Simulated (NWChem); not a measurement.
## Correlation energy of hydroxide (HO (-1))

```xyz
2

O      0.0000     0.0000     0.1090
H      0.0000     0.0000    -0.8717
```
Charge -1, spin multiplicity 1.

All runs are NWChem calculations. All single points use one geometry, from PBE0/def2-SVP, a minimum by its harmonic frequencies.

Basis set: def2-TZVPD. Each correlation energy counts from its own Hartree-Fock reference.

The correlated methods keep 1 core orbital frozen. The anion's geometry comes from a basis without diffuse functions. No row is a measurement; the coupled-cluster row has its own basis-set and correlation limits.

### Question
One of these methods gave a correlation energy of -287.2 mHa. Which?
A) CCSD
B) CR-CCSD(T)
C) SCS-MP2
D) CCSD(T)

### Answer
B, CR-CCSD(T). The others give -274.6 (SCS-MP2), -277.5 (CCSD), -289.1 (CCSD(T)).
